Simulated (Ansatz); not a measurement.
# CH4ClSi: the cost of one run

All numbers are computed with Ansatz 0.2.0, driven from Python. Level of theory: PBE0/6-31G*.

### Step 1. The structure

Bond lengths: C1–Si2 1.844 Å, Si2–Cl3 2.051 Å, C1–H4 1.094 Å, C1–H5 1.094 Å, C1–H6 1.094 Å, Si2–H7 1.485 Å. Angles: C1–Si2–Cl3 109.1°, C1–Si2–H7 110.5°, Cl3–Si2–H7 106.8°, Si2–C1–H4 111.1°, Si2–C1–H5 111.4°, Si2–C1–H6 111.4°, H4–C1–H5 107.6°, H4–C1–H6 107.6°, H5–C1–H6 107.7°.

No structure file is read: the coordinates are typed or built in the script.

### Step 2. Script

neb.py reads:

```python
import ansatz
import numpy as np

BASIS_SET = "6-31G*"
FUNCTIONAL = "PBE0"
CHARGE = -1


def main() -> None:
    geometry_ang = [
        ("C", (-0.8259, -0.0514, -0.072)),
        ("Si", (0.8598, 0.4999, 0.4325)),
        ("Cl", (2.0004, -1.1471, 0.8701)),
        ("H", (-1.4562, 0.8028, -0.3378)),
        ("H", (-1.3267, -0.5929, 0.7366)),
        ("H", (-0.785, -0.715, -0.9414)),
        ("H", (1.5337, 1.2038, -0.688)),
    ]
    molecule = ansatz.Crystal.molecule()
    for symbol, xyz in geometry_ang:
        molecule = molecule.atom(symbol, xyz)

    job = (
        molecule.calculation()
        .basis(gaussian=BASIS_SET)
        .functional(FUNCTIONAL)
        .charge(CHARGE)
    )
    symbols = [site.symbol for site in molecule.cartesian_sites]
    start = np.array([site.position_ang for site in molecule.cartesian_sites], dtype=float)
    rep = job.relax(force_tolerance=0.005).run().report
    end = np.array(rep["positions_ang"])

    first, second, third = [3, 4, 5]
    turned = end.copy()
    turned[[first, second, third]] = end[[second, third, first]]
    listed = lambda xyz: [{"symbol": s, "position_ang": p.tolist()} for s, p in zip(symbols, xyz)]
    deck = job.input().to_dict()
    deck["crystal"]["atoms"] = listed(end)
    deck["neb"] = {"final_atoms": listed(turned), "images": 3, "initial_path": "idpp", "f_tol": 0.03, "max_iterations": 40}
    rounds = []
    band = ansatz.Session.from_dict(deck).plan().execute(on_event=lambda e: rounds.append(e["data"]) if e["event"] == "neb_iteration" else None)
    for each in rounds:
        print(f"round {each['iteration']:2d}  largest band force {each['band_force_max_ev_ang']:.4f} eV/A")
    images = rounds[-1]["images"]
    for image in images:
        print(f"s = {image['path_coordinate_ang']:6.3f} A   {(image['lagrangian_ev'] - images[0]['lagrangian_ev']):8.3f} eV")


if __name__ == "__main__":
    main()
```

### Step 3. The input behind the calls

The package turns the script's settings into the engine's input (first run):

```yaml
crystal:
  periodic: [false, false, false]
  atoms:
    - { symbol: C, position_ang: [-0.8259, -0.0514, -0.072] }
    - { symbol: Si, position_ang: [0.8598, 0.4999, 0.4325] }
    - { symbol: Cl, position_ang: [2.0004, -1.1471, 0.8701] }
    - { symbol: H, position_ang: [-1.4562, 0.8028, -0.3378] }
    - { symbol: H, position_ang: [-1.3267, -0.5929, 0.7366] }
    - { symbol: H, position_ang: [-0.785, -0.715, -0.9414] }
    - { symbol: H, position_ang: [1.5337, 1.2038, -0.688] }
basis:
  gaussian:
    orbitals: "6-31G*"
hamiltonian:
  xc: pbe0
total_charge: -1.0
relax:
  f_tol: 0.005
```

### Step 4. Launch

Launch:

```sh
python neb.py
```

**Question.** How long does this script take on 1 thread of Arm Neoverse V1, shared host, and how much memory does it need?

About 91 s, with a peak of 0.2 GiB.
